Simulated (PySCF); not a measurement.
A side-by-side comparison of computed properties.

First species: C6H10.
Z-matrix (Å and degrees, GFN2-xTB geometry), rows numbered from 1:
```
C 
C   1  1.5263
C   2  1.4701  1  111.73
C   3  1.3001  2  152.67  1     0.20
C   4  1.4672  3  153.19  2    -0.07
C   4  1.5048  3   64.45  2   179.85
H   1  1.0875  2  110.28  3    59.77
H   1  1.0878  2  110.51  3   179.95
H   1  1.0875  2  110.22  3   -59.92
H   2  1.0955  1  110.06  3  -121.14
H   2  1.0956  1  110.01  3   121.08
H   5  1.0888  4  110.70  3     0.05
H   5  1.0908  4  110.09  3  -120.61
H   5  1.0908  4  110.05  3   120.68
H   6  1.0863  3  119.77  4   106.03
H   6  1.0863  3  119.79  4  -106.06
```

Second species: 1-hexen-3-yne, C6H8.
Cartesian coordinates in Å at the GFN2-xTB level; atoms count from 1:
```
atom  x, y, z in Å
C1     2.9076    1.0402    0.1435
C2     2.3732   -0.1172   -0.2295
C3     0.9932   -0.3984   -0.1499
C4    -0.1800   -0.6613   -0.0919
C5    -1.5992   -0.9370   -0.0037
C6    -2.3657    0.2584    0.5636
H7     2.3015    1.8409    0.5337
H8     3.9660    1.2233    0.0710
H9     2.9890   -0.9187   -0.6213
H10   -1.9737   -1.1803   -1.0031
H11   -1.7499   -1.8138    0.6343
H12   -3.4281    0.0315    0.6225
H13   -2.2302    1.1309   -0.0717
H14   -2.0044    0.5009    1.5605
```

Levels: PBE0/def2-SVPD for dipole moment, HOMO energy, LUMO energy, HOMO–LUMO gap, static isotropic polarisability and electronic spatial extent ⟨r²⟩ about the centre of nuclear charge; TDDFT PBE0/def2-SVPD for lowest singlet excitation; TDA PBE0/def2-SVPD for lowest triplet excitation (Tamm–Dancoff); GFN2-xTB for rotational constant A and rotational constant C. Geometries: GFN2-xTB. Each species is one conformer at its optimised geometry, gas phase, non-relativistic unless stated; the electronic structure was computed with PySCF and density fitting.

The conformers computed, where there is a choice (atom-mapped SMILES and torsion angles):
- `[CH3:1][CH2:2][C:3]1=[C:4]([CH3:5])[CH2:6]1`: C1–C2–C3–C4 0°

(1) Which has the higher LUMO energy?

(2) Which has the higher ⟨r²⟩?

(3) Which has the higher S1 energy?

(4) Which of the two has the higher rotational constant A, and by how much?

(5) Which has the higher HOMO energy?

(6) Which has the higher HOMO–LUMO gap?

(7) Which of the two has the higher rotational constant C, and by how much?

(8) Which of the two has the higher T1 energy, and by how much?

Results:

(1) The first: 0.68 eV against -0.65 eV, a difference of 1.33 eV.

(2) The second: 898 bohr² against 728 bohr², a difference of 170 bohr².

(3) The first: 6.01 eV against 5.16 eV, a difference of 0.85 eV.

(4) The second: 12.043 GHz against 5.666 GHz, a difference of 6.377 GHz.

(5) The first: -6.45 eV against -6.72 eV, a difference of 0.27 eV.

(6) The first: 7.13 eV against 6.07 eV, a difference of 1.06 eV.

(7) The first: 1.790 GHz against 1.331 GHz, a difference of 0.459 GHz.

(8) The first: 4.25 eV against 3.39 eV, a difference of 0.86 eV.

On the first: The dipole matches unit charges of opposite sign 0.19 Å apart (1 e·Å = 4.8032 D). The principal polarisabilities are 56.0, 74.4 and 85.4 au; their mean is the isotropic value.

On the second: A dipole of 0.67 D is allowed in Cs, and pure rotational transitions are dipole-allowed. S1 lies 0.91 eV below the HOMO–LUMO gap; its leading configuration is HOMO−1→LUMO, weight 0.98.
